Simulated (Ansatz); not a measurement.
bcc Ba

Level of theory: PBEsol in Ansatz (PAW).

Settings: plane-wave cutoff 520 eV, 16×16×16 k mesh, Fermi–Dirac smearing 0.05 eV, scalar-relativistic PAW data made under PBE.

Cell (relaxed at this level):

```
Ba
1.0
   -2.44047     2.44047     2.44047
    2.44047    -2.44047     2.44047
    2.44047     2.44047    -2.44047
Ba
1
Direct
  0.00000   0.00000   0.00000
```

```json
{
  "bulk_modulus": "9.16 GPa",
  "band_gap": "none",
  "pressure derivative B′ of the bulk modulus": "2.8"
}
```

Measured, for comparison: bulk modulus 9.34 GPa (corrected for temperature and zero-point phonon effects, our sources range from 9.34 to 10.6; as tabulated in Levämäki et al. (2014), arXiv:1402.3671). Computed (rounded) less measured: bulk modulus -2 % (-2 % to -14 % over the range).

Spin–orbit coupling is not included.

Computed values are for the static lattice.

Ansatz is an electronic-structure program.
